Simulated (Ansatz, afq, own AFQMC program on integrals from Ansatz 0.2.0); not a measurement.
Where AFQMC and coupled cluster stand for SiH4O, singlet

```xyz
6

Si    0.0000   -0.0248    0.5600
O     0.0000    0.0966   -1.0834
H     1.2036   -0.7463    1.0578
H     0.0000    1.3651    1.0700
H    -1.2036   -0.7463    1.0578
H     0.0000   -0.7148   -1.5919
```

Connectivity, by distances: SiH3–OH.

Basis cc-pVDZ. Only valence electrons are correlated. Integrals, coupled cluster, full CI and functionals: Ansatz 0.2.0; the random walks run on the same integrals in our own AFQMC program. ph-AFQMC/CISD is guided by a CISD state made of CCSD amplitudes; releasing the constraint for a short imaginary time cuts its bias at the price of noise, slowly where states lie close. ± is one standard error of the sampling.

Determinant: RHF, the one that the program's search chose, which needn't be the lowest solution. The geometry is a PBE0/def2-TZVP stationary point of this or a neighbouring charge and spin state.

No full CI on the walks' own integrals is used here; CCSDT(Q) serves as the reference and is uncertain by about the last step of the cluster series.

The T1 diagnostic is 0.0108. The weight of the determinant in the CISD state is 0.891. The size of the correlated space is 14 electrons in 46 orbitals.

| level | correlation energy (eV) |
| --- | --- |
| MP2 | -8.0596 |
| CCSD | -8.8262 |
| CCSD(T) | -8.9917 |

Q: Estimate where AFQMC with the constraint released lies against CCSD(T) on the same integrals.

A: 0.98 ± 0.39 kcal/mol below CCSD(T).

Reference: CCSDT(Q), correlation energy -9.025 eV. The released energy is read at 1.50 1/Eh (meV from the phaseless value at times in 1/Eh: -11 ± 15 at 0.24, -18 ± 11 at 0.50, -7 ± 13 at 1.00, -20 ± 17 at 1.50).

| level | E − E(reference) (kcal/mol) | share of correlation (%) |
| --- | --- | --- |
| CCSD(T) | 0.77 | 99.63 |
| CCSDT | 0.42 | 99.80 |
| ph-AFQMC/HF | -0.17 ± 1.44 | 100.08 |
| ph-AFQMC/CISD | 0.25 ± 0.25 | 99.88 |
| released AFQMC | -0.21 ± 0.39 | 100.10 |

A walk keeps the symmetry of its determinant, which the program's search chose and which needn't be the lowest solution, so a lower state of the same spin and another symmetry isn't excluded. Released energies are given only where the last usable release times agree within the noise; a slower fall can still hide under it.
